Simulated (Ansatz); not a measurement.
Process, species as SMILES: C=C (C2H4) + 2 [H][H] (H2) → 2 C (CH4)
B3LYP-D3(BJ)/def2-TZVP geometries, fixed; electronic energies without zero-point terms.
Largest species:
```xyz
6

C     -0.0012    -0.0058     0.6623
C      0.0012     0.0058    -0.6623
H      0.0167     0.9104     1.2401
H     -0.0212    -0.9321     1.2238
H      0.0212     0.9321    -1.2238
H     -0.0167    -0.9104    -1.2401
```

Basis-set convergence of the energy of full hydrogenation at CCSD(T) with Ansatz (a program for electronic structure). All functions are spherical. Cores are frozen. No added dispersion term, no relativity. Functions are those of the species that has most. Reference: Hartree-Fock in aug-cc-pVQZ plus the correlation part extrapolated as X^-3 from aug-cc-pVTZ and aug-cc-pVQZ, -57.69 kcal/mol, itself unsure by roughly 0.14 kcal/mol (a third of the extrapolation step and of the last Hartree-Fock step). Deviations are taken from unrounded values. Cost is core time over that of aug-cc-pVDZ, rough, on shared machines of one kind; a dash marks a row that isn't timed (too short, read off another run, short of memory, by another algorithm or on other hardware).

| basis | functions | cost |
|---|---|---|
| def2-SV(P) | 36 | - |
| def2-SVP | 48 | - |
| aug-cc-pVDZ | 82 | 1× |
| aug-pcseg-1 | 82 | 1× |
| def2-TZVP | 86 | 0.7× |
| def2-TZVPP | 118 | 2× |
| jun-cc-pV(T+d)Z | 134 | 2× |
| aug-cc-pVTZ | 184 | 6× |
| aug-pcseg-2 | 184 | 6× |
| def2-QZVPP | 234 | - |
| aug-cc-pVQZ | 344 | - |

Problem. Which is the smallest set listed that can be trusted to 4 kcal/mol here, that is, within that of the reference together with its larger relatives (same family, alike in diffuse functions; a set with none to test it counts only in the reference's own line)?

Solution. The smallest set listed that lies within 4 kcal/mol of the reference with all its larger relatives (same family, alike in diffuse functions; a set with none counts only in the reference's own line) is def2-SVP (48 functions, -2.35 kcal/mol off). Value minus reference: def2-SV(P) 6.53, def2-SVP -2.35, aug-cc-pVDZ -0.78, aug-pcseg-1 -1.87, def2-TZVP 1.20, def2-TZVPP -0.37, jun-cc-pV(T+d)Z -0.50, aug-cc-pVTZ -0.68, aug-pcseg-2 -0.67, def2-QZVPP -0.28, aug-cc-pVQZ -0.20 kcal/mol.
